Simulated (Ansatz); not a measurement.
Predict the output of the script below (the Ansatz DFT code, driven from Python).

The script, `energy_c4h6s.py`:
```python
'''Single point of C4H6S.'''

from pathlib import Path

import ansatz
from ase import Atoms
import numpy as np
import pandas as pd

atoms = Atoms(['C', 'C', 'C', 'S', 'C', 'H', 'H', 'H', 'H', 'H', 'H'], positions=[
    (-1.3547, 0.4236, 0.4038),
    (0.0315, -0.0623, 0.1282),
    (0.9082, -0.6488, 0.915),
    (2.2976, -0.869, -0.2113),
    (0.8812, -0.0795, -1.1522),
    (-1.3867, 1.2647, 1.1568),
    (-2.0231, -0.3435, 0.7352),
    (-1.786, 0.9065, -0.532),
    (0.874, -0.8875, 2.0308),
    (1.1477, 0.9128, -1.5134),
    (0.4757, -0.674, -1.9403),
])
system = ansatz.Crystal.molecule_from_ase(atoms)

model = (
    system.calculation()
    .basis(gaussian='cc-pVDZ')
    .functional('HF')
    .forces()
    .orbitals()
)
res = model.run(threads=1, runs_dir='c4h6s_runs')
data = res.report

print('reference energy %16.6f eV' % data['reference_energy_ev'])
print('total energy     %16.6f eV' % data['free_energy_ev'])
print('occupied orbitals outside the frozen core (up, down):', data['n_occupied'], ' frozen:', data['n_frozen'], ' virtual:', data['n_virtual'])

state = data['mean_field']['state']
print(f'mean field: {state["energy"]["hartree"]:.7f} Ha, <S^2> = {abs(state["spin_squared"]):.4f}, stability: {state.get("stability", {}).get("kind")}')

symbols = [site.symbol for site in system.cartesian_sites]
print('forces (eV/A)')
for symbol, f in zip(symbols, data['forces_ev_ang']):
    print(f'  {symbol:2s} {f[0]:9.4f} {f[1]:9.4f} {f[2]:9.4f}')

charges = data['charge_distribution']
table = pd.DataFrame({'atom': symbols, 'mulliken': charges['mulliken_charges_e'], 'lowdin': charges['lowdin_charges_e']})
print(table.round(3).to_string())
print('dipole (e A):', np.round(charges['dipole_moment_e_ang'], 4) + 0.0)

lines = Path(data['orbitals_path']).read_text().splitlines()
field_of = lambda key: [line.split('=')[1].strip() for line in lines if line.startswith(key)]
orbitals = [(27.211386 * float(e), s, float(n)) for e, s, n in zip(field_of('Ene='), field_of('Spin='), field_of('Occup='))]
homo = max(e for e, _, n in orbitals if n > 0.5)
lumo = min(e for e, _, n in orbitals if n < 0.5)
for e, spin, n in sorted(orbitals):
    if homo - 6 < e < lumo + 5:
        print(f'{spin:6s} {e:10.3f} eV  occupation {n:.0f}')
```

Output of `python energy_c4h6s.py`:
```text
reference energy    -15032.789596 eV
total energy        -15032.789596 eV
occupied orbitals outside the frozen core (up, down): [23, 23]  frozen: 0  virtual: [81, 81]
mean field: -552.4448280 Ha, <S^2> = 0.0000, stability: minimum
forces (eV/A)
  C    -0.3807    2.6908   -1.1164
  C     0.6891   -0.3931   -0.5926
  C     0.6892   -0.5787    2.8230
  S    -1.1032    0.1781   -0.0379
  C    -0.2537    0.9274    0.9462
  H     0.2647   -1.0301   -0.5869
  H    -0.3935   -0.6258    0.1708
  H     0.4092   -0.8412    1.0825
  H     0.1167    0.2725   -1.9033
  H     0.0594   -0.0125   -0.1139
  H    -0.0973   -0.5873   -0.6712
   atom  mulliken  lowdin
0     C     0.008   0.034
1     C    -0.223  -0.200
2     C    -0.114  -0.176
3     S    -0.026   0.300
4     C    -0.006  -0.039
5     H     0.060   0.028
6     H     0.060   0.008
7     H     0.042   0.026
8     H     0.052   0.021
9     H     0.075   0.003
10    H     0.072  -0.005
dipole (e A): [-0.4259  0.1784 -0.0103]
Alpha     -13.643 eV  occupation 2
Alpha     -12.539 eV  occupation 2
Alpha     -11.762 eV  occupation 2
Alpha     -11.257 eV  occupation 2
Alpha      -8.399 eV  occupation 2
Alpha       4.184 eV  occupation 0
Alpha       4.463 eV  occupation 0
Alpha       4.805 eV  occupation 0
Alpha       6.052 eV  occupation 0
Alpha       6.269 eV  occupation 0
Alpha       6.630 eV  occupation 0
Alpha       6.857 eV  occupation 0
Alpha       7.388 eV  occupation 0
Alpha       7.616 eV  occupation 0
```

Reading the output:
- Total energies depend on the basis set; only differences at equal settings carry meaning.
- The geometry is a force-field or estimated start, not a minimum of this method, and the basis set is short of its limit.
- The Löwdin charges here are taken after orthogonalising the functions within each atom; they differ from plain Löwdin charges, and their signs can be unphysical.
- Alpha marks a spatial orbital of a restricted run, filled by both spins.
- Levels such as HOMO and LUMO are orbital energies: in Hartree-Fock the gap is too wide and the LUMO hangs on the basis.
- Timing: 4.6 s on 1 thread of Arm Neoverse N1 (shared host), peak memory 0.29 GiB.
